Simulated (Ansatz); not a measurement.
```yaml
crystal:
  periodic: [false, false, false]
  atoms:
    - {symbol: Al, position_ang: [0.000000, 0.000000, -1.724585]}
    - {symbol: N, position_ang: [0.000000, 0.000000, 0.055218]}
    - {symbol: Si, position_ang: [0.000000, 0.000000, 1.669367]}
basis:
  gaussian: {orbitals: def2-TZVP}
hamiltonian: {xc: pbe0}
relax: {f_tol: 0.004, max_steps: 80}
```

```sh
$ ansatz run in.yaml --threads 1 --pin off --events-out ev --progress --plain --max-ram 2176MiB
```

Steps of the relaxation (energy above the last step; positions in Å, forces in eV/Å):

```
3
step 1, 43.4 meV
Al    0.000    0.000   -1.725    0.000    0.000   -0.455
N     0.000    0.000    0.055    0.000    0.000    2.292
Si    0.000    0.000    1.669    0.000    0.000   -1.837
```

```
3
step 2, 9.6 meV
Al    0.000    0.000   -1.724    0.000    0.000   -0.259
N     0.000    0.000    0.066    0.000    0.000    1.124
Si    0.000    0.000    1.658    0.000    0.000   -0.865
```

```
3
step 3, 0.1 meV
Al    0.000    0.000   -1.725    0.000    0.000   -0.025
N     0.000    0.000    0.076    0.000    0.000   -0.050
Si    0.000    0.000    1.649    0.000    0.000    0.074
```

```
3
step 5, 0.0 meV
Al    0.000    0.000   -1.727    0.000    0.000    0.000
N     0.000    0.000    0.076    0.000    0.000    0.000
Si    0.000    0.000    1.650    0.000    0.000    0.000
```

Close pairs at the end: N2–Si3 1.574 Å, Al1–N2 1.803 Å.

A stationary point of restricted PBE0 after 5 steps (its stability towards spin polarisation wasn't tested); no frequencies were run, so it isn't proven a minimum. 14 s on 1 thread of Arm Neoverse V1, shared host.
